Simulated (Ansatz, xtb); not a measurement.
**A geometry optimisation of AlH6PSi with r2SCAN-D4/def2-SVP**

The starting geometry of this gas-phase triplet was built from a drawn formula by distance geometry and a force field; its bonds are those of `[AlH3-][PH2+][SiH]`.

```xyz
9

Al    1.4937   -0.3888   -1.3720
P    -0.4021   -1.2666   -0.3657
Si   -0.4984   -0.5649    1.6741
H     2.6289   -0.2168   -0.2991
H     1.1191    1.0458   -1.9797
H     1.9726   -1.3405   -2.5822
H    -0.3219   -2.6763   -0.3821
H    -1.4921   -0.8702   -1.0993
H    -1.6973   -1.1433    2.3030
```

Q: Where would you expect an optimisation with r2SCAN-D4/def2-SVP to take it?

A: It keeps its bonds, and is `[AlH3-][PH2+][SiH]`.

The energy falls by 0.65 eV over 16 steps:

```csv
step,E − E(last) (eV)
1,0.645
3,0.016
4,0.010
6,0.007
8,0.006
9,0.004
11,0.003
13,0.000
14,0.000
16,0.000
```

Final geometry (Å):

```yaml
atoms:
  - { symbol: Al, position_ang: [1.7436, -0.2624, -1.5462] }
  - { symbol: P, position_ang: [-0.2647, -1.3128, -0.4097] }
  - { symbol: Si, position_ang: [-0.7557, -0.4249, 1.5904] }
  - { symbol: H, position_ang: [2.7962, -0.5874, -0.3826] }
  - { symbol: H, position_ang: [1.1466, 1.2229, -1.6187] }
  - { symbol: H, position_ang: [1.7646, -1.1516, -2.8765] }
  - { symbol: H, position_ang: [-0.2116, -2.7117, -0.1507] }
  - { symbol: H, position_ang: [-1.5043, -1.2703, -1.1085] }
  - { symbol: H, position_ang: [-1.9122, -0.9235, 2.3997] }
```

From the same start GFN2-xTB ends elsewhere, differing in Al1–Si3 (2.64 against 4.01 Å here).

No frequencies were run, so the end isn't proven a minimum. Open shells are spin-unrestricted. The triplet needn't be the ground state. Run with Ansatz 0.2.0, 2.2 min on 1 thread of AMD EPYC 7R43 64-Core Processor (Zen 3), with other jobs on the host.
